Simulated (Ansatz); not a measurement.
Total energies of C5H12S, SMILES `CCCSCC`.

| atom | x (Å) | y (Å) | z (Å) |
| --- | --- | --- | --- |
| C1 | 2.247 | 1.034 | 0.948 |
| C2 | 0.787 | 0.620 | 1.034 |
| C3 | 0.575 | -0.814 | 0.581 |
| S4 | -1.113 | -1.431 | 0.739 |
| C5 | -2.018 | -0.369 | -0.408 |
| C6 | -1.587 | -0.483 | -1.857 |
| H7 | 2.875 | 0.400 | 1.580 |
| H8 | 2.622 | 0.953 | -0.076 |
| H9 | 2.385 | 2.068 | 1.271 |
| H10 | 0.420 | 0.725 | 2.059 |
| H11 | 0.181 | 1.293 | 0.419 |
| H12 | 0.925 | -0.953 | -0.446 |
| H13 | 1.163 | -1.496 | 1.203 |
| H14 | -1.970 | 0.667 | -0.062 |
| H15 | -3.056 | -0.690 | -0.290 |
| H16 | -0.560 | -0.139 | -1.999 |
| H17 | -2.228 | 0.132 | -2.495 |
| H18 | -1.646 | -1.517 | -2.200 |

The species carries charge 0 and has multiplicity 1. The structure was optimised at the PBE0-D4/def2-TZVP level. It is one conformer, not always the lowest. Basis def2-TZVPP, Ansatz.

RPA on PBE orbitals: Hartree–Fock energy of these orbitals -593.88324 Eh, correlation -1.80264 Eh (frozen core).

```csv
functional,energy without D4 (Eh),D4 term (kJ/mol)
r2SCAN,-595.88389,-10.2
PBE-QIDH,-595.54473,–
```

**Question.** Give the same for LDA (SPW92), PBE, revPBE, BLYP, B97M-V, PBE0, B3LYP, r2SCANh, r2SCAN0, HSE06 (plane-wave form), BHLYP, CAM-B3LYP, LC-ωPBE, ωB97X-V, ωB97M-V, B2PLYP. (Estimate.)

**Answer.** Computed: 
```csv
functional,energy without D4 (Eh),D4 term (kJ/mol)
LDA (SPW92),-592.77540,–
PBE,-595.57959,-37.9
revPBE,-595.90001,-123.1
BLYP,-595.90645,-83.3
B97M-V,-595.94483,–
PBE0,-595.65342,-32.1
B3LYP,-596.06792,-60.1
r2SCANh,-595.87656,-10.7
r2SCAN0,-595.86681,-11.7
HSE06 (plane-wave form),-595.63310,-29.7
BHLYP,-595.90521,-42.7
CAM-B3LYP,-595.92868,-32.3
LC-ωPBE,-595.80865,–
ωB97X-V,-595.92674,–
ωB97M-V,-595.89497,–
B2PLYP,-595.71537,–
```

B3LYP takes the VWN-RPA correlation (the form of Gaussian; ORCA's B3LYP/G). HSE06 is the plane-wave form, built on full-range PBE exchange. The double hybrids freeze the cores in their second-order part.

LC-ωPBE has ω = 0.4 bohr⁻¹.
